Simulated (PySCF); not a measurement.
## Working out the ionisation energy of Si

Si [Ne] 3s2 3p2 (3P) → Si⁺ [Ne] 3s2 3p1 (2P). All numbers are calculated (PySCF 2.14, the non-relativistic Hamiltonian (point nucleus), in aug-cc-pV(5+d)Z). Frozen: [Ne]. Energies in hartree (1 hartree = 27.21139 eV):

```tsv
part	Si (lower)	Si⁺ (upper)
UHF	-288.858830	-288.578183
MP2 opposite-spin	-0.051446	-0.042355
MP2 same-spin	-0.010420	-0.002879
```

Question: What does Hartree-Fock give?

Answer: (-288.578183) − (-288.858830) = 0.280647 hartree = 7.637 eV.

Question: What do MP2 and SCS-MP2 (6/5 opposite-spin, 1/3 same-spin) give?

Answer: The opposite-spin parts differ by 0.247 eV and the same-spin parts by 0.205 eV. MP2: 7.637 + (0.247) + (0.205) = 8.089 eV. SCS-MP2: 7.637 + 1.2 × (0.247) + (0.205)/3 = 8.002 eV.

Measured between the centres of the two terms (NIST): 8.157 eV, so MP2 (valence) is off by -0.068 eV.

What remains against the reference includes basis incompleteness, the frozen core and correlation beyond second order.
